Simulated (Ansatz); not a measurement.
# BSiH3 (triplet): from Hartree-Fock to the top rungs at a displaced geometry (v1), cc-pVDZ

One table from this session's results is given with a row withheld; the runs are named, their logs left out.

Program: Ansatz 0.2.0, Gaussian basis. Level of theory: cc-pVDZ, core rule «outside noble gas», up to 6 orbitals frozen. These are calculated values, not measurements.

The runs, in order: UHF; CCSD(T) on ROHF; CCSD(T) on UHF; BCCD(T) on ROHF; CISD; CCSDT(Q) on ROHF; CCSDT(Q) on UHF.

23 further runs of the same task are left out: 3 for a known fault of the program, 7 that didn't finish, 13 set aside as unsound or not needed.

**What is computed**

The geometry is a PBE0/def2-TZVP stationary point (not a proven minimum) with its atoms shifted at random (size 0.040 Å).

5 atoms, charge 0, spin multiplicity 3.

Atoms are counted from 1 here; the program's logs count them from 0.

Bond lengths: Si1–B2 1.947 Å, Si1–H3 1.501 Å, B2–H4 1.200 Å, B2–H5 1.225 Å. Angles: B2–Si1–H3 120.6°, Si1–B2–H4 117.1°, Si1–B2–H5 124.5°, H4–B2–H5 117.8°.

Set-up of the first run:

in.yaml reads:

```yaml
crystal:
  periodic: [false, false, false]
  atoms:
    - {symbol: Si, position_ang: [0.002777, -0.082245, 0.602380]}
    - {symbol: B, position_ang: [0.001943, 0.077489, -1.337625]}
    - {symbol: H, position_ang: [0.049907, 1.141853, 1.470483]}
    - {symbol: H, position_ang: [-0.052869, 1.185622, -1.795787]}
    - {symbol: H, position_ang: [-0.095254, -0.866907, -2.112430]}
basis:
  gaussian: {orbitals: cc-pVDZ}
magnetization: {spin_polarized: true, initial_magnetization: 2}
hamiltonian: {xc: hf}
output: {orbitals: {seedname: orbitals}}
```

Run with:

```
$ ansatz run in.yaml --threads 1 --pin off --events-out ev --progress --plain --max-ram 2393MiB
```

Among the steps run: UHF; CCSD(T) on ROHF; CCSD(T) on UHF; BCCD(T) on ROHF; CISD; CCSDT(Q) on ROHF; CCSDT(Q) on UHF.

One table of the session follows, with a row left open; its other results are not shown here.

```
   method  from UCCSDT(Q) (meV)
     ROHF               +5380.3
      UHF               +5322.4
     RMP2               +1200.4
     UMP2               +1203.8
     CISD                +538.1
    RCCSD                +188.5
    UCCSD                +187.1
 RCCSD(T)                 +42.6
 UCCSD(T)                     ?
  BCCD(T)                 +40.6
   RCCSDT                  +7.0
   UCCSDT                  +6.7
RCCSDT(Q)                  +0.5
UCCSDT(Q)                     0
```

**Question.** Estimate the row for UCCSD(T).

As computed: from UCCSDT(Q) (meV): +42.5. In the column «from UCCSDT(Q) (meV)» it lies between BCCD(T) (+40.6) and RCCSD(T) (+42.6).

Among the levels timed on like hardware and quicker than the yardstick, those that no quicker one beats, quickest first: RCCSD(T) (0.84 s, +42.6 meV); UCCSD(T) (0.87 s, +42.5 meV); BCCD(T) (1.1 s, +40.6 meV).

To keep in mind: Restricted and unrestricted rows rest on different reference determinants; where their highest levels disagree by more than a few hundredths of an eV, they describe different states and don't form one ladder.
